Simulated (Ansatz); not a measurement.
# C₂F₃N: a ladder of functionals

One table from this session's results is given with a row withheld; the runs are named, their logs left out.

The runs use Ansatz 0.2.0, Gaussian basis; functionals in def2-TZVPP.

Levels to be run: LDA (SPW92), PBE-D4, revPBE-D4, BLYP-D4, r2SCAN-D4, B97M-V, PBE0-D4, B3LYP-D4, r2SCANh-D4, r2SCAN0-D4, HSE06-D4, BHLYP-D4, CAM-B3LYP-D4, LC-ωPBE, ωB97X-V, ωB97M-V.

## The relaxed structure

An earlier PBE0-D4 in a triple-zeta def2 set relaxation fixed the geometry.

SMILES `N#CC(F)(F)F`, 6 atoms, charge 0, spin multiplicity 1.

Atoms are counted from 1 here; the program's logs count them from 0.

Bond lengths: N1–C2 1.146 Å, C2–C3 1.481 Å, C3–F4 1.326 Å, C3–F5 1.326 Å, C3–F6 1.326 Å. Angles: N1–C2–C3 180.0°, C2–C3–F4 110.1°, C2–C3–F5 110.1°, C2–C3–F6 110.1°, F4–C3–F5 108.8°, F4–C3–F6 108.8°, F5–C3–F6 108.8°.

The first run:

The input, in.yaml:

```yaml
crystal:
  periodic: [false, false, false]
  atoms:
    - {symbol: N, position_ang: [1.022130, -1.705059, 0.893480]}
    - {symbol: C, position_ang: [0.486220, -0.810585, 0.417797]}
    - {symbol: C, position_ang: [-0.206431, 0.345635, -0.197180]}
    - {symbol: F, position_ang: [-1.316024, -0.055843, -0.802304]}
    - {symbol: F, position_ang: [0.581487, 0.927020, -1.091459]}
    - {symbol: F, position_ang: [-0.525182, 1.234831, 0.733564]}
basis:
  gaussian: {orbitals: def2-TZVPP}
hamiltonian: {xc: lda}
output: {orbitals: {seedname: orbitals}}
```

On the command line:

```console
> ansatz run in.yaml --threads 2 --pin off --events-out ev --progress --plain --max-ram 32768MiB --backend cpu
```

Among the steps run: LDA; PBE-D4 (GGA); revPBE-D4 (GGA); BLYP-D4 (GGA); r2SCAN-D4 (meta-GGA); B97M-V (meta-GGA); PBE0-D4 (hybrid); B3LYP-D4 (hybrid); r2SCANh-D4 (hybrid); r2SCAN0-D4 (hybrid); HSE06-D4 (hybrid); BHLYP-D4 (hybrid); CAM-B3LYP-D4 (range-separated); LC-ωPBE (range-separated); ωB97X-V (range-separated); ωB97M-V (range-separated).

One table of the session follows, with a row left open; its other results are not shown here.

It belongs to the step «Orbital energies across the functionals». 

```
  functional  HOMO (eV)  gap (eV)
 LDA (SPW92)      -9.76      7.52
      PBE-D4      -9.62      7.71
   revPBE-D4      -9.52      7.74
     BLYP-D4      -9.48      7.68
   r2SCAN-D4      -9.97      8.27
      B97M-V          ?         ?
     PBE0-D4     -11.13     10.34
    B3LYP-D4     -10.86      9.78
  r2SCANh-D4     -10.53      9.24
  r2SCAN0-D4     -11.36     10.69
    HSE06-D4     -10.72      9.54
    BHLYP-D4     -12.47     12.88
CAM-B3LYP-D4     -12.63     13.03
     LC-ωPBE     -14.12     15.84
     ωB97X-V     -13.64     15.28
     ωB97M-V     -13.51     15.07
```

Q: Estimate the row for B97M-V from the others.

The run gave: HOMO (eV): -9.94; gap (eV): 8.41. In the column «HOMO (eV)» it lies between r2SCAN-D4 (-9.97) and LDA (SPW92) (-9.76).
